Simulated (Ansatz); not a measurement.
The inner images of a band of BFH2 + H2S (7 atoms, charge 0, multiplicity 1) are given out of order.

Level of theory: RKS B3LYP-D4/def2-SVP in Ansatz 0.2.0.

Image 0:

```xyz
7
Properties=species:S:1:pos:R:3
B 0.004 0.162 -0.039
F -0.569 0.547 1.114
H 1.205 0.271 -0.128
H -0.713 0.045 -1.005
S 0.124 -2.340 0.349
H -1.160 -2.467 0.757
H 0.581 -2.247 1.619
```

Image 6:

```xyz
7
Properties=species:S:1:pos:R:3
B 0.146 -0.526 -0.418
F -0.162 0.102 2.187
H 1.198 0.046 -0.481
H -0.897 -0.043 -0.754
S 0.243 -2.245 0.102
H -1.071 -2.567 0.027
H 0.015 -0.796 2.005
```

Question: Put them in order from the first end to the last, with their energies above the first end.
A.
```xyz
7
Properties=species:S:1:pos:R:3
B 0.134 -0.457 -0.233
F -0.155 0.053 1.777
H 1.192 0.090 -0.368
H -0.898 -0.017 -0.650
S 0.263 -2.249 0.174
H -1.054 -2.564 0.146
H -0.010 -0.885 1.823
```
B.
```xyz
7
Properties=species:S:1:pos:R:3
B 0.107 -0.291 -0.037
F -0.161 0.037 1.512
H 1.191 0.136 -0.330
H -0.878 -0.022 -0.670
S 0.267 -2.225 0.372
H -1.040 -2.559 0.242
H -0.013 -1.105 1.579
```
C.
```xyz
7
Properties=species:S:1:pos:R:3
B 0.081 -0.082 0.028
F -0.188 0.267 1.357
H 1.205 0.142 -0.347
H -0.869 -0.052 -0.714
S 0.268 -2.267 0.483
H -1.036 -2.574 0.288
H 0.012 -1.465 1.573
```
D.
```xyz
7
Properties=species:S:1:pos:R:3
B 0.065 0.104 -0.012
F -0.228 0.473 1.252
H 1.210 0.216 -0.372
H -0.861 -0.014 -0.778
S 0.266 -2.370 0.507
H -1.053 -2.618 0.343
H 0.075 -1.821 1.727
```
E.
```xyz
7
Properties=species:S:1:pos:R:3
B 0.027 0.186 -0.042
F -0.388 0.558 1.176
H 1.205 0.294 -0.291
H -0.814 0.029 -0.896
S 0.224 -2.389 0.437
H -1.111 -2.583 0.525
H 0.330 -2.124 1.759
```

Answer: E (+0.01 eV), D (+0.05 eV), C (+0.38 eV), B (+1.06 eV), A (+0.82 eV).

Time of the run: 48 s on 1 thread of AMD EPYC 9R45 96-Core Processor (Zen 5), with other jobs on the host, peak memory 0.14 GiB.
